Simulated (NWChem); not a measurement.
System: SiH4; SMILES [SiH4]

Excerpt of the output:

```
             Northwest Computational Chemistry Package (NWChem) 7.3.0
             --------------------------------------------------------

                             Geometry "geometry" -> ""
                             -------------------------

 Output coordinates in angstroms (scale by  1.889725989 to convert to a.u.)

  No.       Tag          Charge          X              Y              Z
 ---- ---------------- ---------- -------------- -------------- --------------
    1 Si                  14.0000     0.00000000     0.00000000     0.00000000
    2 H                    1.0000    -0.86177900     0.86177900     0.86180600
    3 H                    1.0000     0.86177900    -0.86177900     0.86180600
    4 H                    1.0000     0.86177900     0.86177900    -0.86180600
    5 H                    1.0000    -0.86177900    -0.86177900    -0.86180600

 Effective nuclear repulsion energy (a.u.)      21.1556781745

                              NWChem Property Module
                              ----------------------

                                 NWChem DFT Module
                                 -----------------

 Summary of "ao basis" -> "ao basis" (spherical)
 ------------------------------------------------------------------------------
       Tag                 Description            Shells   Functions and Types
 ---------------- ------------------------------  ------  ---------------------
 Si                        def2-svpd                10       24   5s3p2d
 H                         def2-svpd                 4        8   2s2p

            General Information
            -------------------
          SCF calculation type: DFT
          Wavefunction type:  closed shell.
          No. of atoms     :     5
          No. of electrons :    18
           Alpha electrons :     9
            Beta electrons :     9
          Charge           :     0
          Spin multiplicity:     1
          Use of symmetry is: off; symmetry adaption is: off
          Maximum number of iterations: 150
          AO basis - number of functions:    56
                     number of shells:    26
          Convergence on energy requested:  1.00D-06
          Convergence on density requested:  1.00D-05
          Convergence on gradient requested:  5.00D-04

              XC Information
              --------------
                         PBE0 Method XC Functional
                     Hartree-Fock (Exact) Exchange  0.250
          PerdewBurkeErnzerhof Exchange Functional  0.750
            Perdew 1991 LDA Correlation Functional  1.000 local
           PerdewBurkeErnz. Correlation Functional  1.000 non-local

             Grid Information
             ----------------
          Grid used for XC integration:  medium
          Radial quadrature: Mura-Knowles
          Angular quadrature: Lebedev.
          Tag              B.-S. Rad. Rad. Pts. Rad. Cut. Ang. Pts.
          ---              ---------- --------- --------- ---------
          Si                  1.10       88           7.0       590
          H                   0.35       45           8.0       434
          Grid pruning is: on
          Number of quadrature shells:   268
          Spatial weights used:  Erf1

      Superposition of Atomic Density Guess
      -------------------------------------

 Sum of atomic energies:        -290.73598912

      Non-variational initial energy
      ------------------------------

 Total energy =    -290.926335
 1-e energy   =    -444.131892
 2-e energy   =     132.049879
 HOMO         =      -0.429123
 LUMO         =       0.061594

   convergence    iter        energy       DeltaE   RMS-Dens  Diis-err
 ---------------- ----- ----------------- --------- --------- ---------
 d= 0,ls=0.0,diis     1   -291.6446609423 -3.13D+02  5.30D-03  6.37D-02
 d= 0,ls=0.0,diis     2   -291.6535883308 -8.93D-03  2.53D-03  4.60D-03
 d= 0,ls=0.0,diis     3   -291.6544595805 -8.71D-04  5.87D-04  8.67D-04
 d= 0,ls=0.0,diis     4   -291.6546054176 -1.46D-04  7.19D-05  5.74D-07
 d= 0,ls=0.0,diis     5   -291.6546055511 -1.34D-07  6.90D-06  5.09D-09

         Total DFT energy =     -291.654605551125
      One electron energy =     -445.255564372858
           Coulomb energy =      154.661209514828
    Exchange-Corr. energy =      -22.215928867610
 Nuclear repulsion energy =       21.155678174516

 Numeric. integr. density =       17.999992634864

                       DFT Final Molecular Orbital Analysis
                       ------------------------------------

 Vector    7  Occ=2.000000D+00  E=-3.610723D-01
              MO Center=  3.6D-06, -2.5D-06, -5.2D-10, r^2= 2.5D+00
   Bfn.  Coefficient  Atom+Function         Bfn.  Coefficient  Atom+Function
  ----- ------------  ---------------      ----- ------------  ---------------
    14      0.305517  1 Si pz                11      0.297794  1 Si pz
    25      0.230388  2 H  s                 33      0.230390  3 H  s
    41     -0.230389  4 H  s                 49     -0.230389  5 H  s
     8     -0.171224  1 Si pz                26      0.071685  2 H  s
    34      0.071685  3 H  s                 42     -0.071685  4 H  s

[...]

 DFT Linear Response polarizability / au
 Frequency  =       0.0000000 / au
              X              Y              Z
 -----------------------------------------------
 X      31.9494623     -0.0000000      0.0000000
 Y      -0.0000000     31.9494623      0.0000000
 Z       0.0000000      0.0000000     31.9498291
 -----------------------------------------------
 Eigenvalues =      31.9494623     31.9494623     31.9498291
 Isotropic   =      31.9495846
 Anisotropic =       0.0003668
 -----------------------------------------------

 Magnetic Dipole Response Matrix (nonzero elements):

 Exiting AOResponse driver routine
```

Level: PBE0/def2-SVPD. The geometry was optimised at PBE0/def2-SVP.

Q: Which NWChem input produces such a log?

A: Several could match; the one computed here: the input that was run:
```
start job
memory heap 200 mb stack 900 mb global 1100 mb
geometry units angstroms noautosym nocenter noautoz
  Si     0.000000     0.000000     0.000000
  H     -0.861779     0.861779     0.861806
  H      0.861779    -0.861779     0.861806
  H      0.861779     0.861779    -0.861806
  H     -0.861779    -0.861779    -0.861806
end
basis spherical
  * library def2-svpd
end
dft
  xc pbe0
  iterations 150
end
property
  response 1 0.0
end
task dft property
```
